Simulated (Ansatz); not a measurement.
# H2O, singlet: CASSCF and its corrections

Computed with Ansatz's Gaussian-basis code (development build). Basis 6-31G, nonrelativistic, 1 orbital frozen in the corrections. State-specific CASSCF; RHF is the lowest restricted (open-shell) Hartree–Fock solution met. Small basis; these aren't basis-limit values. No symmetry is imposed, so a solution can break that of the shape. No proof that the lowest CASSCF solution was found.

Geometry. A bond is stretched, to 1.24 times the sum of the covalent radii.

```csv
atom,x (Å),y (Å),z (Å)
O,0.0000,0.0000,-0.1496
H,0.0000,0.9427,0.5983
H,0.0000,-0.9427,0.5983
```

Question: What do CASSCF and its corrections give against RHF in CAS(8,6), and what are the occupations?

Answer: CASSCF -2.264 eV, SC-NEVPT2 -4.120 eV; occupations 2.00, 2.00, 1.95, 1.94, 0.06, 0.06.
